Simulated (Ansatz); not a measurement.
# Structure relaxation of TaSi₃

Level of theory: DFT PBE, scalar-relativistic, plane waves, PAW in Ansatz. Cutoff 420 eV, Γ-centred k mesh, Gaussian smearing, no spin polarisation in the final step.

The start puts TaSi₃ on the Cu3Au (L1_2) structure type (Pm-3m, No. 221), with Ta in place of Au, Si in place of Cu, at a guessed volume.

```xyz
4
Lattice="3.9140 0.0000 0.0000 0.0000 3.9140 0.0000 0.0000 0.0000 3.9140" Properties=species:S:1:pos:R:3 pbc="T T T"
Ta    0.0000    0.0000    0.0000
Si    0.0000    1.9570    1.9570
Si    1.9570    0.0000    1.9570
Si    1.9570    1.9570    0.0000
```

Cell and atoms relax at zero pressure; the relaxation can't lower the symmetry of the start.

Formation energies are uncorrected and refer to the elements' standard structures at the same level.

**Question.** Which crystal results?

**Answer.** It keeps Pm-3m (No. 221). The result has the Cu3Au (L1_2) structure. Conventional cell: a = 3.892 Å. Ta has 12 Si at 2.75 Å; Si has 4 Ta at 2.75 Å and 8 Si at 2.75 Å.

```
Ta Si
1.0
     3.89156    0.00000    0.00000
     0.00000    3.89156    0.00000
     0.00000    0.00000    3.89156
Ta Si
1 3
Direct
  0.00000 0.00000 0.00000
  0.00000 0.50000 0.50000
  0.50000 0.00000 0.50000
  0.50000 0.50000 0.00000
```

**Question.** What are its volume, energy, density and gap?

**Answer.** The volume per atom is 14.73 Å³. The density is 7.47 g/cm³. The energy over the elements is 0.25 eV/atom and the gap on the 12×12×12 mesh is 0 eV (a metal).

The final run used a 12×12×12 mesh on its 4-atom cell and 0.10 eV smearing. The k mesh leaves about 4 meV/atom of noise in metals. Spin–orbit coupling is left out. Symmetry constrained the relaxation, so the result can be a saddle point. The steps took of the order of 25 core-seconds in all.

Cost: 2 runs of about 0.42 core-minutes in all, on Arm Neoverse V1 (shared hosts).